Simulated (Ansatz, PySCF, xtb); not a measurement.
Bonds broken one at a time in the series B OH-SH. Gas-phase values, no solvent. One relaxed conformer stands for each flexible species; it need not be the lowest. Strings in code marks are SMILES.

Quantity: homolytic bond dissociation enthalpy at 298 K (no spin–orbit term), in kJ/mol. Enthalpy corrections at 298 K come from GFN2-xTB frequencies (xtb).

Level 1: frozen-core CCSD(T)/cc-pVTZ // CAM-B3LYP-D3(BJ)/def2-TZVP (Ansatz, a quantum-chemistry and plane-wave program)
Level 2: B3LYP/3-21G // CAM-B3LYP-D3(BJ)/def2-TZVP (PySCF)
Level 3: frozen-core MP2/6-31G* // CAM-B3LYP-D3(BJ)/def2-TZVP (PySCF)
Level 4: HF/6-31G* // CAM-B3LYP-D3(BJ)/def2-TZVP (PySCF)

```csv
species,level 1,level 2,level 3,level 4
"S–B bond of `SB(S)S`, giving `S[B]S` (H–S–B–S torsion 0°, S–B–S–H torsion 180°) and `[SH]`",409.5,379.9,415.5,295.7
"O–B bond of `OB(S)S`, giving `S[B]S` (H–S–B–S torsion 0°, S–B–S–H torsion 180°) and `[OH]`",579.4,601.4,590.7,438.0
"O–B bond of `OB(O)O`, giving `O[B]O` (H–O–B–O torsion 0°, O–B–O–H torsion 180°) and `[OH]`",600.0,596.8,604.9,463.8
"B–S bond of `OB(O)S`, giving `O[B]O` (H–O–B–O torsion 0°, O–B–O–H torsion 180°) and `[SH]`",425.0,396.6,424.6,320.3
"O–B bond of `OB(O)S`, giving `O[B]S` (H–O–B–S torsion 0°, O–B–S–H torsion 180°) and `[OH]`",602.2,608.2,611.8,464.8
"B–S bond of `OB(S)S`, giving `O[B]S` (H–O–B–S torsion 0°, O–B–S–H torsion 180°) and `[SH]`",418.2,385.8,422.4,307.9
```
